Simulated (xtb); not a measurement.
**doublet [AlHCl2]+: GFN-FF (ALPB octanol, coordinate angle, coordinate atoms (1, 2, 3), force constant 0.5 in the program's units, held value 139.4 degree)**

Wanted: a structure relaxation of doublet [AlHCl2]+. 

Program for the calculation: xtb 6.7.1.

4 further runs of the same task are left out: 4 set aside as unsound or not needed.

## 1. The system as given

The species is [AlHCl2]+ (4 atoms), meant as a doublet with charge +1. As SMILES of the parent species, `[Cl][AlH][Cl]`. The shape was relaxed beforehand at GFN2-xTB. The run starts from this shape.

Bond lengths: Cl1–Al2 2.023 Å, Al2–Cl3 2.023 Å, Al2–H4 1.522 Å. Angles: Cl1–Al2–Cl3 124.1°, Cl1–Al2–H4 117.9°, Cl3–Al2–H4 118.0°.

## 2. A geometry optimisation at GFN-FF (ALPB octanol, coordinate angle, coordinate atoms (1, 2, 3), force constant 0.5 in the program's units, held value 139.4 degree)

.CHRG reads:

```
1
```

.UHF reads:

```
1
```

xcontrol reads:

```
$constrain
   force constant=0.5
   angle: 1, 2, 3, 139.4
$end
```

struc.xyz reads:

```xyz
4
start
Cl    -1.22166000     0.68340000     1.37664000
Al     0.08816000     0.03860000    -0.02371000
Cl    -0.10718000    -1.69537000    -1.04739000
H      1.29618000     0.91297000    -0.32583000
```

Launch:

```bash
$ xtb struc.xyz --opt --gfnff --molden --input xcontrol --alpb octanol -P 1 | tee xtb.out
```

Q: Predict the results. Wanted: steric energy; dispersion energy; solvent term in the energy.

Computed results:

At GFN-FF (ALPB octanol, coordinate angle, coordinate atoms (1, 2, 3), force constant 0.5 in the program's units, held value 139.4 degree):

```
                      quantity          value
steric energy (arbitrary zero)     1.20355 Eh
             dispersion energy   -3.66 kJ/mol
    solvent term in the energy  -199.6 kJ/mol
```

At the final geometry: Bond lengths: Cl1–Al2 2.283 Å, Al2–Cl3 2.283 Å, Al2–H4 1.640 Å. Angles: Cl1–Al2–Cl3 139.0°, Cl1–Al2–H4 110.6°, Cl3–Al2–H4 110.4°.
